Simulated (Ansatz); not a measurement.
1T (CdI2-type) TaSe₂ (undistorted form, which takes a superstructure on cooling) was calculated with PBEsol-D3(BJ) in Ansatz (PAW).

Settings: plane-wave cutoff 520 eV, 18×18×10 k mesh (along the axes of the cell as run), Fermi–Dirac smearing 0.05 eV, scalar-relativistic PAW data made under PBE.

Shape and atoms are relaxed at each volume.

Pressure at four volumes; x = ln(V/19.630 Å³). One pressure is withheld.

| V (Å³/atom) | x | P (GPa) |
|---|---|---|
| 18.845 | -0.0408 | ? |
| 19.238 | -0.0202 | 1.38 |
| 19.630 | 0.0000 | 0.00 |
| 20.415 | 0.0392 | -2.07 |

Task: Pass a parabola P(x) through the three rows shown, estimate the bulk modulus and its pressure derivative near zero pressure, and predict the withheld pressure.

Result: Slopes between the rows: (0.00 − (1.38))/(0.0000 − (-0.0202)) = -68.32 and (-2.07 − (0.00))/(0.0392 − (0.0000)) = -52.81 GPa. Their difference over the span 0.0594 is c = 15.51/0.0594 = 261.1 GPa, so P(x) = 1.38 + (-68.32)(x − (-0.0202)) + 261.1 (x − (-0.0202))(x − (0.0000)). At the middle row B = −dP/dx = −[-68.32 + 261.1 × 0.0202] = 63.0 GPa, and B′ = dB/dP = 2c/B = 8.3. At x = -0.0408 the parabola gives 3.01 GPa; the run gives 3.01 GPa. The Birch–Murnaghan fit to the energies at all volumes has B0 = 62.6 GPa and B′ = 8.3.

Note: the relaxation could not lower the start's symmetry, so the cell can be a saddle point above a distorted one; the bulk modulus comes from volumes at which shape and atoms were relaxed.

Spin–orbit coupling is not included; it can open a gap where bands touch, and shift volumes and moduli.

Ansatz is a first-principles code.
